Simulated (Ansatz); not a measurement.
System: HfO2 (P2₁/c, No. 14). Method: r²SCAN in Ansatz (plane waves, PAW).

Run with plane-wave cutoff 560 eV, 8×8×8 k mesh, Fermi–Dirac smearing 0.01 eV, scalar-relativistic PAW data made under PBE.

Cell (relaxed at this level):

```cif
data_Hf4O8
_chemical_formula_sum 'Hf4 O8'
_space_group_name_H-M_alt 'P 1'
_space_group_IT_number 1
_cell_length_a 5.11451
_cell_length_b 5.18116
_cell_length_c 5.29653
_cell_angle_alpha 90.000
_cell_angle_beta 99.461
_cell_angle_gamma 90.000
loop_
_space_group_symop_operation_xyz
  'x, y, z'
loop_
_atom_site_label
_atom_site_type_symbol
_atom_site_fract_x
_atom_site_fract_y
_atom_site_fract_z
_atom_site_occupancy
Hf1 Hf 0.27617 0.45817 0.70827 1
Hf2 Hf 0.72383 0.54183 0.29173 1
Hf3 Hf 0.72383 0.95817 0.79173 1
Hf4 Hf 0.27617 0.04183 0.20827 1
O1 O 0.44800 0.74237 0.97841 1
O2 O 0.55200 0.25763 0.02159 1
O3 O 0.55200 0.24237 0.52159 1
O4 O 0.44800 0.75763 0.47841 1
O5 O 0.06994 0.33346 0.34427 1
O6 O 0.93006 0.66654 0.65573 1
O7 O 0.93006 0.83346 0.15573 1
O8 O 0.06994 0.16654 0.84427 1
```

Problem. Estimate the band gap, smallest direct gap on the k points sampled and direct gap at Γ that the calculation returns.

Solution. 
- band gap: 4.60 eV
- smallest direct gap on the k points sampled: 4.68 eV
- direct gap at Γ: 5.05 eV

Measured, for comparison: band gap 5.7 eV (temperature not stated, no zero-point or thermal correction, our sources range from 5.70 to 5.84; as tabulated in Choudhary et al. (2018), arXiv:1804.01032).

Spin–orbit coupling is not included.

Computed values are for the static lattice.

Computing time: very roughly 2.9 core-minutes.

Ansatz is an electronic-structure program.
